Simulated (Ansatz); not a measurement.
# [CH3···H···OH], doublet along the distance C1-H5

Starting geometry:

```xyz
7

C    -1.2118    0.0287    0.0000
H    -1.5750    1.0560    0.0000
H    -1.5750   -0.4850    0.8897
H    -1.5750   -0.4850   -0.8897
H    -0.1222    0.0287    0.0000
O     1.1282    0.0287    0.0000
H     1.3800   -0.9113    0.0000
```

From there H5 is moved from one fragment to the other while all else, the fragments' distance too, stays fixed; atoms are numbered as listed. Energies are in kcal/mol, counted from the starting geometry at the same level. Kohn–Sham curves are unrestricted where that lies lower.

Basis cc-pVDZ; Ansatz 0.2.0. Only valence electrons are correlated (noble-gas cores frozen). Prefix R: restricted or restricted open-shell reference; prefix U: unrestricted.

In so small a basis the reference is far from its limit while semilocal and hybrid functionals are nearer theirs (RPA and double hybrids share much of the reference's basis error), so the functionals' errors here hold much of the reference's basis and frozen-core error, which can add to them or hide them.

Full CI isn't at hand for all of this; UCCSDT(Q) serves as the reference, and is uncertain by about the last step of the cluster series.

```
distance C1-H5 (Å)  UCCSDT(Q)   PBE  r2SCAN  PBE0  B3LYP  CAM-B3LYP  wB97M-V  B2PLYP  RPA-PBE
             1.090        0.0   0.0     0.0   0.0    0.0        0.0      0.0     0.0      0.0
             1.127       -1.0  -1.7    -1.4  -1.3   -1.2       -1.1     -1.1    -1.1     -1.2
             1.201       -2.3  -3.6    -3.0  -2.7   -2.5       -2.4     -2.4    -2.6     -2.3
             1.276       -3.7  -4.0    -3.8  -3.4   -3.0       -3.1     -3.3    -3.5     -2.7
             1.350       -4.2  -2.5    -3.1  -2.9   -2.2       -2.8     -3.1    -3.4     -1.9
```
